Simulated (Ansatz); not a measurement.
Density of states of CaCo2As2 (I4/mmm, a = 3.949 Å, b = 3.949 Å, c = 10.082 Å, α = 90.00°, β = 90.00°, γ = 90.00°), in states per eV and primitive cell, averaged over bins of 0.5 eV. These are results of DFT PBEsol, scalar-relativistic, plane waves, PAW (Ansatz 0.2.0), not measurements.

Cutoff 420 eV; k points 12×12×12 on the computed 5-atom cell (Γ-centred); Gaussian smearing, width 0.10 eV; collinear spin from starting moments 0 0.66 0.66 0 0 μB.

The cell is relaxed at this level. The states (both spins) are summed by tetrahedra on a 18×18×18 mesh at the self-consistent density. Energies are bin centres; the table starts no lower than −8 eV and ends at 6 eV, or lower where the solved bands end.

It is a metal at this level.

| E − E_F (eV) | total | Co 3d down | Co 3d up | As 4p up | As 4p down | Co 4s up | Co 4s down | Ca 4s up | Ca 4s down |
| --- | --- | --- | --- | --- | --- | --- | --- | --- | --- |
| -6.40 | 1.43 | 0.05 | 0.09 | 0.56 | 0.41 | 0.11 | 0.08 | 0.03 | 0.02 |
| -5.90 | 2.95 | 0.17 | 0.23 | 0.94 | 0.98 | 0.19 | 0.20 | 0.05 | 0.05 |
| -5.40 | 1.72 | 0.15 | 0.16 | 0.49 | 0.57 | 0.09 | 0.10 | 0.03 | 0.03 |
| -4.90 | 2.53 | 0.21 | 0.33 | 0.93 | 0.73 | 0.06 | 0.06 | 0.03 | 0.03 |
| -4.40 | 2.80 | 0.32 | 0.52 | 0.85 | 0.87 | 0.05 | 0.06 | 0.01 | 0.01 |
| -3.90 | 4.95 | 0.79 | 1.04 | 1.42 | 1.46 | 0.04 | 0.04 | 0.02 | 0.02 |
| -3.40 | 4.56 | 0.83 | 1.03 | 1.01 | 1.41 | 0.01 | 0.01 | 0.01 | 0.01 |
| -2.90 | 3.57 | 0.75 | 1.90 | 0.30 | 0.30 | 0.00 | 0.00 | 0.05 | 0.02 |
| -2.40 | 3.62 | 1.29 | 1.82 | 0.08 | 0.16 | 0.00 | 0.00 | 0.02 | 0.04 |
| -1.90 | 5.65 | 1.97 | 3.17 | 0.08 | 0.06 | 0.02 | 0.00 | 0.01 | 0.03 |
| -1.40 | 8.45 | 3.88 | 3.82 | 0.14 | 0.10 | 0.02 | 0.03 | 0.01 | 0.02 |
| -0.90 | 5.26 | 3.42 | 1.08 | 0.19 | 0.14 | 0.02 | 0.03 | 0.01 | 0.01 |
| -0.40 | 3.69 | 0.91 | 1.74 | 0.44 | 0.17 | 0.06 | 0.02 | 0.02 | 0.01 |
| 0.10 | 2.78 | 0.81 | 0.83 | 0.42 | 0.22 | 0.03 | 0.03 | 0.01 | 0.02 |
| 0.60 | 3.91 | 1.94 | 0.43 | 0.41 | 0.54 | 0.02 | 0.05 | 0.01 | 0.01 |
| 1.10 | 2.15 | 0.51 | 0.30 | 0.41 | 0.40 | 0.03 | 0.03 | 0.01 | 0.01 |
| 1.60 | 1.81 | 0.34 | 0.20 | 0.33 | 0.37 | 0.04 | 0.04 | 0.01 | 0.01 |
| 2.10 | 1.40 | 0.21 | 0.14 | 0.24 | 0.27 | 0.04 | 0.03 | 0.01 | 0.01 |
| 2.60 | 1.35 | 0.15 | 0.11 | 0.19 | 0.21 | 0.04 | 0.04 | 0.02 | 0.02 |
| 3.10 | 2.18 | 0.14 | 0.12 | 0.16 | 0.16 | 0.11 | 0.08 | 0.06 | 0.06 |
| 3.60 | 4.54 | 0.19 | 0.15 | 0.19 | 0.19 | 0.22 | 0.21 | 0.15 | 0.11 |
| 4.10 | 5.01 | 0.17 | 0.12 | 0.24 | 0.25 | 0.12 | 0.13 | 0.26 | 0.25 |
| 4.60 | 5.79 | 0.12 | 0.09 | 0.24 | 0.26 | 0.11 | 0.10 | 0.16 | 0.19 |
| 5.10 | 4.23 | 0.07 | 0.06 | 0.14 | 0.14 | 0.09 | 0.08 | 0.12 | 0.12 |

The columns after the total are the main Löwdin projections on the occupied valence shells of the potentials; 2 others are left out. The rest of the total lies in those, in shells that are empty in the free atom, which aren't projected, and between the atoms.

Only this magnetic start was tried.

Whether CaCo2As2 exists in this form wasn't checked.